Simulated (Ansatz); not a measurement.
Results of PBEsol in Ansatz (PAW) for bcc K.

Input file:

Ansatz 0.2 input:
```yaml
crystal:
  lattice:
    - [-2.6247148414, 2.6247148414, 2.6247148414]
    - [2.6247148414, -2.6247148414, 2.6247148414]
    - [2.6247148414, 2.6247148414, -2.6247148414]
  atoms:
    - { symbol: K, position: [0.0, 0.0, 0.0] }
basis:
  ecutwfc: 520
  ecutrho_ratio: 4
  xc_grid: 2
kpoints:
  mp_grid: { grid: [16, 16, 16] }
hamiltonian:
  xc: pbesol
  dispersion: none
  pseudopotentials: { kind: paw }
scf:
  occupations: { method: fermi_dirac, width: 0.05 }
  convergence: { dr2_threshold: 0.000000001 }
output:
  forces: false
  stress: true
  eigenvalues: true
```

Output (set-up and result lines):

```
WARN output.stress: scf.convergence.dr2_threshold = 1e-9 eV is looser than the 1e-10 eV advised for a printed stress (1e-10 eV for each atom of the cell: 1)
Crystal: 1 atoms, lattice volume = 72.328 Å³
Basis set: ecut = 520 eV, 1961 PW (Γ), exchange–correlation on 72×72×72 points (8 copies of the dense FFT grid, shifted against one another)
Bands: 9, of which v1, the nominal top of the filled ones, is band 5 counted from 1 (4 counted from 0)
Symmetry: 48 space group operations
Space group: Im-3m (ITA 229), of the structure as read, at distance tolerance 4.2e-5 Å
k-points: 145 of 4096
Functional: x = pbesol(κ = 0.804, μ = 0.12345679012345678), c = pbesol(β = 0.046)
SCF iter   1: F=—  HF=-1516.031458 eV  |F-HF|=—  |Δ(HF+E_count)|=         —  Δρ=1.22e-3  dr2=5.83e-4
SCF iter   2: F=—  HF=-1516.031077 eV  |F-HF|=—  |Δ(HF+E_count)|=   3.80e-4  Δρ=5.21e-4  dr2=7.41e-5
  ...
SCF iter   5: F=—  HF=-1516.031086 eV  |F-HF|=—  |Δ(HF+E_count)|=   8.45e-7  Δρ=3.28e-6  dr2=4.92e-9
SCF iter   6: F=-1516.031086 eV  HF=-1516.031086 eV  |F-HF|=3.16e-10  |Δ(HF+E_count)|=   9.36e-9  Δρ=6.62e-7  dr2=3.57e-10
SCF 1 converged in 6 iterations: F = -1516.031086 eV  dr2 = 3.57e-10
SCF converged after 6 iterations
Free energy (F): -1516.031086 eV
Internal energy: -1516.024862 eV  (E = F + TS)
E sigma→0 (E₀):  -1516.027974 eV
Fermi energy:    1.784304 eV
--- Stress (GPa, compression-positive) ---
       -0.070772       0.000000       0.000000
       -0.000000      -0.070772      -0.000000
        0.000000       0.000000      -0.070772
  P = ⅓ Tr σ = -0.0708 GPa (-0.708 kbar)
```

The PAW data were made under PBE.

Computing time: very roughly 4 core-seconds.

Ansatz is a first-principles code.
